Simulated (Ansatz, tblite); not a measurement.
# The cluster Tl2H+: a ladder of methods and basis sets

One table from this session's results is given with a row withheld; the runs are named, their logs left out.

Computed with Ansatz 0.2.0, Gaussian basis. Level: as each input shows.

The runs, in order: GFN1-xTB, GFN2-xTB, PBE-D4/def2-TZVP, r2SCAN-D4/def2-TZVP, B3LYP-D4/def2-TZVP, BHLYP-D4/def2-TZVP, BLYP-D4/def2-TZVP, r2SCAN0-D4/def2-TZVP, CAM-B3LYP-D4/def2-TZVP, PBE-D4/def2-SVP, PBE0-D4/def2-SVP, CCSD(T)/def2-TZVPP, MP2/def2-TZVP, RPA/def2-TZVP.

1 further run of the same task is left out (set aside as unsound or not needed). Runs told in other sessions of the task aren't counted.

## The geometry

The singlet was relaxed beforehand with PBE0-D4/def2-TZVP. At that level it is the lowest of the isomers that a small search found.

3 atoms, charge 1, spin multiplicity 1.

Bond lengths: Tl1–H3 2.134 Å, Tl2–H3 2.134 Å. Angles: Tl1–H3–Tl2 179.9°.

Tl takes a core potential in the def2 sets. No spin-orbit coupling is included. The ion is computed in the gas phase, without counter-ions or solvent.

PBE0-D4/def2-TZVP was run before; its log isn't repeated, and its numbers join the tables.

The first run:

Tight binding, by tblite at 300 K electronic temperature and without a spin-polarisation term:

```python
tblite.interface.Calculator('GFN1-xTB', numbers, positions, charge=1, uhf=0).singlepoint()
```

Tight binding, by tblite at 300 K electronic temperature and without a spin-polarisation term:

```python
tblite.interface.Calculator('GFN2-xTB', numbers, positions, charge=1, uhf=0).singlepoint()
```

start.molden holds the orbitals of an earlier run on this state, given as this run's starting guess.

Contents of in.yaml:

```yaml
crystal:
  periodic: [false, false, false]
  atoms:
    - {symbol: Tl, position_ang: [-2.439219, 1.305365, 2.703990]}
    - {symbol: Tl, position_ang: [0.188222, -0.062054, -0.369568]}
    - {symbol: H, position_ang: [-1.126103, 0.622389, 1.166178]}
basis:
  gaussian: {orbitals: def2-TZVP, initial_orbitals: start.molden}
total_charge: 1
hamiltonian: {xc: pbe, dispersion: d4}
scf: {omitted_lower_state_checks: [starts]}
output: {orbitals: {seedname: orbitals}}
```

Launch:

```bash
$ ansatz run in.yaml --threads 4 --pin off --events-out ev --progress --plain --max-ram 3916MiB
```

Among the steps run: PBE-D4/def2-TZVP; r2SCAN-D4/def2-TZVP; B3LYP-D4/def2-TZVP; BHLYP-D4/def2-TZVP; BLYP-D4/def2-TZVP; r2SCAN0-D4/def2-TZVP; CAM-B3LYP-D4/def2-TZVP; PBE-D4/def2-SVP; PBE0-D4/def2-SVP; CCSD(T)/def2-TZVPP; MP2/def2-TZVP; RPA/def2-TZVP.

One of the session's tables, all rows but one given; the rest of the session is left out.

It belongs to the step «Levels side by side». 

| level | HOMO (eV) | LUMO (eV) | gap (eV) |
| --- | --- | --- | --- |
| PBE-D4/def2-SVP | -9.94 | -6.76 | 3.19 |
| PBE-D4/def2-TZVP | ? | ? | ? |
| BLYP-D4/def2-TZVP | -9.88 | -6.79 | 3.09 |
| r2SCAN-D4/def2-TZVP | -10.16 | -6.45 | 3.71 |
| B3LYP-D4/def2-TZVP | -10.71 | -6.36 | 4.35 |
| PBE0-D4/def2-SVP | -10.78 | -6.03 | 4.75 |
| PBE0-D4/def2-TZVP | -10.80 | -6.04 | 4.75 |
| r2SCAN0-D4/def2-TZVP | -10.96 | -5.86 | 5.11 |
| BHLYP-D4/def2-TZVP | -11.59 | -5.44 | 6.15 |
| CAM-B3LYP-D4/def2-TZVP | -11.95 | -5.28 | 6.67 |

Estimate the missing values for PBE-D4/def2-TZVP.

The run gave: HOMO (eV): -9.96; LUMO (eV): -6.78; gap (eV): 3.18. In the column «HOMO (eV)» it lies between r2SCAN-D4/def2-TZVP (-10.16) and PBE-D4/def2-SVP (-9.94).
